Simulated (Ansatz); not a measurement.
Ansatz (an electronic-structure program) input (PBE/LANL2DZ): The .json file is the Basis Set Exchange's LANL2DZ.

Ansatz 0.2 input:
```yaml
crystal:
  periodic: [false, false, false]
  atoms:
    - {symbol: C, position_ang: [0.05100638, -0.58378700, -0.01181402]}
    - {symbol: C, position_ang: [0.04460873, 0.71726049, 0.01788006]}
    - {symbol: H, position_ang: [-0.87346485, -1.16381706, -0.05413951]}
    - {symbol: H, position_ang: [0.97198321, -1.16021184, 0.00382948]}
    - {symbol: H, position_ang: [-0.67220906, 1.52318793, 0.01391380]}
basis:
  gaussian:
    orbitals: LANL2DZ.json
hamiltonian:
  xc: {name: PBE}
magnetization: {spin_polarized: true, initial_magnetization: 1}
output: {forces: true}
```

Question: What final total energy does it give?

Answer: -77.77737 Eh.
